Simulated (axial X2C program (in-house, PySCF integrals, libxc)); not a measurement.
## Low determinants of PF at the PBE0 level, non-relativistic

Calculated with an in-house all-electron X2C program for linear molecules (integrals from PySCF). The Hamiltonian is the X2C one with the speed of light multiplied by 100, which is the non-relativistic limit. Basis: P dyall-v3z [8s7p2d1f], F dyall-v3z [6s5p2d1f] (cores contracted in-house); Gaussian nuclei, density fitting, unrestricted open shells. Masses: P 30.974 u, F 18.998 u.

Search at 1.609 Å (vertical energies from the lowest determinant):

```csv
ΔE (eV),state,electrons beyond evenly filled partner blocks,"electrons in σ, π, δ, φ"
0.00,"M_S = 1, Λ = 0","π+α, π-α",14 10 0 0
1.03,"M_S = 0, Λ = 2","π+α, π+β",14 10 0 0
1.03,"M_S = 0, Λ = 0","π+β, π-α",14 10 0 0
3.94,"M_S = 1, Λ = 1","σα, π+α",15 9 0 0
4.33,"M_S = 0, Λ = 1","σα, π+β",15 9 0 0
```

Lowest determinant, M_S = 1, Λ = 0 (beyond evenly filled blocks: π+α, π-α): Re = 1.605 Å, ωe = 850.8 cm⁻¹.

The determinant in row 2 of the search, M_S = 0, Λ = 2 (beyond evenly filled blocks: π+α, π+β), was followed along the bond at PBE0; measured from the minimum of the lowest determinant it gives:

Te = 1.032 eV (8325 cm⁻¹), Re = 1.600 Å, ωe = 861.0 cm⁻¹.

(1) Compare the bond of the determinant in row 2 with that of the lowest one.

The search compares states at one distance, so a state with another bond length can lie lower; it is not exhaustive and yields mostly the lowest determinant of each block pattern, so other components and higher states of one pattern are missing. These are energies of single determinants, not of spin-adapted states; PBE0 term energies can be off by some tenths of an eV, and the functional has no current term.

Results:

(1) At PBE0 its Re is 0.005 Å shorter and its force constant, which goes as ωe², is 1.02 times that of the lowest determinant. T0 ≈ Te + Δωe/2 = 8325 + (5) = 8330 cm⁻¹.
